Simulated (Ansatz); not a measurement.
**BO (quartet): from Hartree-Fock to the top rungs at distance B1–O2 = 1.674 Å, 6-31G**

How much of the correlation energy of BO (quartet) does each wave-function method recover here?

Computed with Ansatz 0.2.0, Gaussian basis. Level: 6-31G, core rule «outside noble gas», up to 2 orbitals frozen.

The runs, in order: UHF; CCSD(T) on ROHF; CCSD(T) on UHF; BCCD(T) on ROHF; CISD; CCSDT(Q) on ROHF; CCSDT(Q) on UHF; CISDTQ; CCSDTQ on ROHF; CCSDTQ on UHF; CASSCF and MRCISD+Q, 5 electrons in 5 orbitals; CASSCF and NEVPT2, 5 electrons in 5 orbitals; CASSCF and MRCISD+Q, 9 electrons in 8 orbitals; CASSCF and MRCISD+Q(relaxed), 9 electrons in 8 orbitals; CASSCF and NEVPT2, 9 electrons in 8 orbitals; Full CI.

21 further runs of the same task are left out: 15 that didn't finish, 6 set aside as unsound or not needed.

### 1 The geometry

The geometry derives from a PBE0/def2-TZVP stationary point (not a proven minimum). One bond is set to the value named and the two fragments are kept rigid.

2 atoms, charge 0, spin multiplicity 4.

Atoms are counted from 1 here; the program's logs count them from 0.

Bond lengths: B1–O2 1.674 Å.

### 2 UHF

The input, in.yaml:

```yaml
crystal:
  periodic: [false, false, false]
  atoms:
    - {symbol: B, position_ang: [0.000000, 0.000000, 0.000000]}
    - {symbol: O, position_ang: [0.000000, 0.000000, 1.674000]}
basis:
  gaussian: {orbitals: 6-31G}
magnetization: {spin_polarized: true, initial_magnetization: 3}
hamiltonian: {xc: hf}
output: {orbitals: {seedname: orbitals}}
```

Launch:

```
$ ansatz run in.yaml --threads 1 --pin off --events-out ev --progress --plain --max-ram 2393MiB
```

The runs that follow: CCSD(T) on ROHF; CCSD(T) on UHF; BCCD(T) on ROHF; CISD; CCSDT(Q) on ROHF; CCSDT(Q) on UHF; CISDTQ; CCSDTQ on ROHF; CCSDTQ on UHF; CASSCF and MRCISD+Q, 5 electrons in 5 orbitals; CASSCF and NEVPT2, 5 electrons in 5 orbitals; CASSCF and MRCISD+Q, 9 electrons in 8 orbitals; CASSCF and MRCISD+Q(relaxed), 9 electrons in 8 orbitals; CASSCF and NEVPT2, 9 electrons in 8 orbitals; Full CI.

Before running them: what should the planned runs give, taken together? Wanted: FCI below the RHF energy; RMP2 from FCI; UMP2 from FCI; RCCSD from FCI; RCCSD(T) from FCI; UCCSD(T) from FCI; RCCSDT(Q) from FCI; UCCSDT(Q) from FCI; NEVPT2 valence from FCI.

**Answer**, as computed:

| quantity | value |
| --- | --- |
| FCI below the RHF energy | -3.9141 eV |
| RMP2 from FCI | +19.33 kcal/mol |
| UMP2 from FCI | +19.97 kcal/mol |
| RCCSD from FCI | +8.91 kcal/mol |
| RCCSD(T) from FCI | +5.65 kcal/mol |
| UCCSD(T) from FCI | +5.72 kcal/mol |
| RCCSDT(Q) from FCI | -0.13 kcal/mol |
| UCCSDT(Q) from FCI | -0.30 kcal/mol |
| NEVPT2 valence from FCI | +10.79 kcal/mol |
| MRCISD+Q valence from FCI | +0.83 kcal/mol |
| MRCISD+Q(relaxed) valence from FCI | +0.10 kcal/mol |
| levels within 1 kcal/mol (43 meV) | RCCSDT, UCCSDT, CISDTQ, RCCSDT(Q), UCCSDT(Q), RCCSDTQ, UCCSDTQ, MRCISD+Q valence, MRCISD+Q(relaxed) valence |
| T1 diagnostic | 0.036 |
| effectively unpaired electrons | 3.43 |

RCCSD(T) lands +5.65 kcal/mol from the yardstick (6.3 % of the correlation energy). RCCSDT(Q), UCCSDT(Q) fall below full CI: unrestricted runs freeze a spin-polarised core, another one than full CI's, and coupled cluster isn't variational. The occupations show some static correlation. Of the multireference levels listed MRCISD+Q(relaxed) valence comes nearest in total energy (+0.10 kcal/mol), which doesn't show that its space is the better one. These misses are within one basis, not against nature; the frozen cores of restricted and unrestricted runs differ, which can shift their rows.
